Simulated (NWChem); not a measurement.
System: ethylamine (C₂H₇N); SMILES CCN

NWChem input:

```
start job
memory heap 200 mb stack 900 mb global 1100 mb
geometry units angstroms
  C      0.257133    -1.234303    -0.036660
  C     -0.550611     0.048855     0.021743
  N      0.315113     1.209036    -0.076842
  H     -0.394639    -2.120851    -0.013795
  H      0.863657    -1.264657    -0.954275
  H      0.946343    -1.308474     0.821174
  H     -1.188702     0.030672     0.932941
  H     -1.249616     0.072622    -0.832095
  H     -0.232305     2.067003    -0.065718
  H      0.930145     1.256355     0.734456
end
basis spherical
  * library sto-3g
end
dft
  xc hfexch
  iterations 150
end
driver
  maxiter 120
end
task dft optimize
task dft freq
```

Output (shortened):

```
             Northwest Computational Chemistry Package (NWChem) 7.3.0
             --------------------------------------------------------

 C1  symmetry detected

                             Geometry "geometry" -> ""
                             -------------------------

 Output coordinates in angstroms (scale by  1.889725989 to convert to a.u.)

  No.       Tag          Charge          X              Y              Z
 ---- ---------------- ---------- -------------- -------------- --------------
    1 C                    6.0000     0.25994432    -1.23610303    -0.03154030
    2 C                    6.0000    -0.55547471     0.04240564     0.02196790
    3 N                    7.0000     0.30322186     1.20735610    -0.08170282
    4 H                    1.0000    -0.38647832    -2.12645084    -0.00479267
    5 H                    1.0000     0.86628204    -1.26655328    -0.94927521
    6 H                    1.0000     0.94992204    -1.30263286     0.82630319
    7 H                    1.0000    -1.19308962     0.02410432     0.93349673
    8 H                    1.0000    -1.25494274     0.05849024    -0.83167017
    9 H                    1.0000    -0.24933870     2.06205647    -0.07384840
   10 H                    1.0000     0.91827457     1.26167759     0.72914071

 Effective nuclear repulsion energy (a.u.)      82.9992028211

                                Z-matrix (autoz)
                                --------

 Units are Angstrom for bonds and degrees for angles

      Type          Name      I     J     K     L     M      Value
      ----------- --------  ----- ----- ----- ----- ----- ----------
    1 Stretch                  1     2                       1.51735
    2 Stretch                  1     4                       1.10059
    3 Stretch                  1     5                       1.10037
    4 Stretch                  1     6                       1.10290
    5 Stretch                  2     3                       1.45094
    6 Stretch                  2     7                       1.11255
    7 Stretch                  2     8                       1.10373
    8 Stretch                  3     9                       1.01779
    9 Stretch                  3    10                       1.01917
   10 Bend                     1     2     3               110.85173
   11 Bend                     1     2     7               108.84561
   12 Bend                     1     2     8               109.00017
   13 Bend                     2     1     4               111.41635
   14 Bend                     2     1     5               110.41702
   15 Bend                     2     1     6               111.07533
   16 Bend                     2     3     9               110.63339
   17 Bend                     2     3    10               110.06607
   18 Bend                     3     2     7               114.26311
   19 Bend                     3     2     8               107.94450
   20 Bend                     4     1     5               108.75530
   21 Bend                     4     1     6               107.44201
   22 Bend                     5     1     6               107.59665
   23 Bend                     7     2     8               105.70650
   24 Bend                     9     3    10               106.06537
   25 Torsion                  1     2     3     9         178.28593
   26 Torsion                  1     2     3    10         -64.81931
   27 Torsion                  3     2     1     4        -177.12972
   28 Torsion                  3     2     1     5         -56.16397
   29 Torsion                  3     2     1     6          63.12096
   30 Torsion                  4     1     2     7          56.38315
   31 Torsion                  4     1     2     8         -58.45472
   32 Torsion                  5     1     2     7         177.34890
   33 Torsion                  5     1     2     8          62.51104
   34 Torsion                  6     1     2     7         -63.36617
   35 Torsion                  6     1     2     8        -178.20403
   36 Torsion                  7     2     3     9         -58.28969
   37 Torsion                  7     2     3    10          58.60507
   38 Torsion                  8     2     3     9          58.97452
   39 Torsion                  8     2     3    10         175.86928

  xc_inp: hfexch multiplicative factor not found.

                           NWChem Geometry Optimization
                           ----------------------------

 maximum gradient threshold         (gmax) =   0.000450
 rms gradient threshold             (grms) =   0.000300
 maximum cartesian step threshold   (xmax) =   0.001800
 rms cartesian step threshold       (xrms) =   0.001200
 fixed trust radius                (trust) =   0.300000
 source of zmatrix                         =   autoz

          -------------------
          Energy Minimization
          -------------------

 Using diagonal initial Hessian
 Scaling for Hessian diagonals: bonds = 1.00  angles = 0.25  torsions = 0.10

          --------
          Step   0

                                 NWChem DFT Module
                                 -----------------

 Summary of "ao basis" -> "ao basis" (spherical)
 ------------------------------------------------------------------------------
       Tag                 Description            Shells   Functions and Types
 ---------------- ------------------------------  ------  ---------------------
 C                           sto-3g                  3        5   2s1p
 N                           sto-3g                  3        5   2s1p
 H                           sto-3g                  1        1   1s

[...]

      ----------------------
      Optimization converged
      ----------------------

  Step       Energy      Delta E   Gmax     Grms     Xrms     Xmax
  ---- ---------------- -------- -------- -------- -------- --------
@    5    -132.61516699 -6.9D-07  0.00005  0.00002  0.00040  0.00110
                                     ok       ok       ok       ok

                                Z-matrix (autoz)
                                --------

 Units are Angstrom for bonds and degrees for angles

[...]

 Rotational Constants
 --------------------
 A=   1.079931 cm-1  (  1.553745 K)
 B=   0.291383 cm-1  (  0.419225 K)
 C=   0.256285 cm-1  (  0.368728 K)

 Temperature                      =   298.15K
 frequency scaling parameter      =   1.0000

 Zero-Point correction to Energy  =   68.995 kcal/mol  (  0.109951 au)
 Thermal correction to Energy     =   71.621 kcal/mol  (  0.114136 au)
 Thermal correction to Enthalpy   =   72.213 kcal/mol  (  0.115079 au)

 Total Entropy                    =   64.293 cal/mol-K
   - Translational                =   37.325 cal/mol-K (mol. weight =  45.0578)
   - Rotational                   =   22.509 cal/mol-K (symmetry #  =        1)
   - Vibrational                  =    4.459 cal/mol-K

 Cv (constant volume heat capacity) =   12.604 cal/mol-K
   - Translational                  =    2.979 cal/mol-K
   - Rotational                     =    2.979 cal/mol-K
   - Vibrational                    =    6.645 cal/mol-K

[normal modes left out]

 ----------------------------------------------------------------------------
 Normal Eigenvalue ||           Projected Infra Red Intensities
  Mode   [cm**-1]  || [atomic units] [(debye/angs)**2] [(KM/mol)] [arbitrary]
 ------ ---------- || -------------- ----------------- ---------- -----------
    1       -0.000 ||    0.000247           0.006         0.241       0.306
    2       -0.000 ||    0.000229           0.005         0.224       0.284
    3       -0.000 ||    0.002990           0.069         2.915       3.698
    4        0.000 ||    0.003471           0.080         3.384       4.292
    5        0.000 ||    0.001332           0.031         1.299       1.647
    6        0.000 ||    0.000192           0.004         0.187       0.238
    7      238.041 ||    0.007415           0.171         7.228       9.169
    8      297.174 ||    0.043112           0.995        42.028      53.313
    9      440.835 ||    0.008045           0.186         7.842       9.948
   10      934.933 ||    0.010181           0.235         9.925      12.591
   11     1061.003 ||    0.006274           0.145         6.117       7.759
   12     1096.824 ||    0.057048           1.316        55.613      70.546
   13     1195.327 ||    0.002132           0.049         2.079       2.637
   14     1298.928 ||    0.000433           0.010         0.422       0.536
   15     1371.307 ||    0.029498           0.681        28.756      36.478
   16     1502.065 ||    0.000348           0.008         0.339       0.430
   17     1565.681 ||    0.006545           0.151         6.381       8.094
   18     1689.633 ||    0.013820           0.319        13.472      17.090
   19     1750.247 ||    0.006136           0.142         5.982       7.589
   20     1824.778 ||    0.002341           0.054         2.282       2.895
   21     1827.497 ||    0.000827           0.019         0.806       1.023
   22     1845.296 ||    0.000208           0.005         0.203       0.257
   23     2020.908 ||    0.005551           0.128         5.411       6.864
   24     3566.985 ||    0.012028           0.277        11.726      14.874
   25     3571.413 ||    0.001712           0.040         1.669       2.118
   26     3694.080 ||    0.006020           0.139         5.869       7.445
   27     3751.780 ||    0.002085           0.048         2.033       2.578
   28     3761.626 ||    0.001012           0.023         0.987       1.252
   29     3897.173 ||    0.005666           0.131         5.524       7.007
   30     4082.445 ||    0.005695           0.131         5.552       7.043
 ----------------------------------------------------------------------------
```

Level: Hartree-Fock/STO-3G.
